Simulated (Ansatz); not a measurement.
in.yaml

```yaml
crystal:
  periodic: [false, false, false]
  atoms:
    - {symbol: B, position_ang: [0.000003, -0.225787, 1.245205]}
    - {symbol: Ga, position_ang: [-0.000047, -0.052629, -0.755042]}
    - {symbol: S, position_ang: [-0.000012, -0.077517, -2.768972]}
    - {symbol: H, position_ang: [0.000056, 0.355934, 2.278809]}
basis:
  gaussian: {orbitals: def2-mTZVP}
total_charge: 1
magnetization: {spin_polarized: false}
correlation: {method: bccd_t, electrons: outside_noble_gas}
accuracy: high
output: {forces: true}
```

```sh
$ ansatz run in.yaml --threads 1 --pin off --events-out ev --progress --plain --max-ram 2393MiB
```

(1) Roughly how long does this take on 1 thread of Arm Neoverse N1, shared host, and how much host memory?

```
1383 factors; integrals over basis functions are off by at most 4.5e-9 eV
mean field evaluation 1: about -63822.6640 eV, gradient 3.9e1 eV
mean field evaluation 2: about -63822.6671 eV, gradient 3.9e1 eV
mean field evaluation 4: about -63828.7383 eV, gradient 9.5e0 eV
mean field evaluation 8: about -63829.1629 eV, gradient 1.5e-1 eV
mean field evaluation 16: about -63829.1652 eV, gradient 2.3e-8 eV
mean field evaluation 32: about -63823.1120 eV, gradient 1.9e0 eV
mean field -63829.16518968 eV, -2345.6785557587 hartree, gradient 2.3e-8 eV, S^2 0.000000; 0 other end points of the search recorded, 0 dependent functions left out; unrestricted orbitals would lower it
mean field evaluation 64: about -63830.1629 eV, gradient 4.9e-1 eV
mean field evaluation 96: about -63829.1652 eV, gradient 2.7e-6 eV
mean field evaluation 128: about -63830.2272 eV, gradient 6.8e-2 eV
mean field evaluation 160: about -63829.1650 eV, gradient 5.2e-2 eV
...
cycle  27  -7.28432498 eV  change   -1.4e-6 eV  update   3.2e-7
cycle  28  -7.28432421 eV  change    7.7e-7 eV  update   3.8e-7
cycle  29  -7.28432422 eV  change   -1.5e-8 eV  update   8.6e-8
cycle  30  -7.28432432 eV  change   -1.0e-7 eV  update   4.4e-8
cycle  31  -7.28432433 eV  change   -3.0e-9 eV  update   1.7e-8
cycle  32  -7.28432432 eV  change    4.7e-9 eV  update   1.0e-8
cycle  33  -7.28432432 eV  change  -1.7e-10 eV  update   4.8e-9
cycle  34  -7.28432432 eV  change  -7.7e-11 eV  update   3.0e-9
cycle  35  -7.28432432 eV  change   7.2e-10 eV  update   1.9e-9
cycle  36  -7.28432432 eV  change  -4.8e-10 eV  update   1.4e-9
perturbative correction -0.66978373 eV, -0.0246140981 hartree
the calculation of the forces begins
Total energy: -63837.11929774 eV, -2345.9708638382 hartree
Atom 0 at     0.000003    -0.225787     1.245205 Å, force     0.000037     1.213290     0.497429 eV/Å
Atom 1 at    -0.000047    -0.052629    -0.755042 Å, force    -0.000034    -0.553171     0.415249 eV/Å
Atom 2 at    -0.000012    -0.077517    -2.768972 Å, force     0.000011     0.076039    -1.152071 eV/Å
Atom 3 at     0.000056     0.355934     2.278809 Å, force    -0.000014    -0.736159     0.239394 eV/Å
Dipole moment:     0.000006    -0.092163     1.425498 e Å
```

Forces (eV/Å):
```
B    0.000  1.213  0.497
Ga   0.000 -0.553  0.415
S    0.000  0.076 -1.152
H    0.000 -0.736  0.239
```

## Answers

(1) 81 s wall and 0.48 GiB.
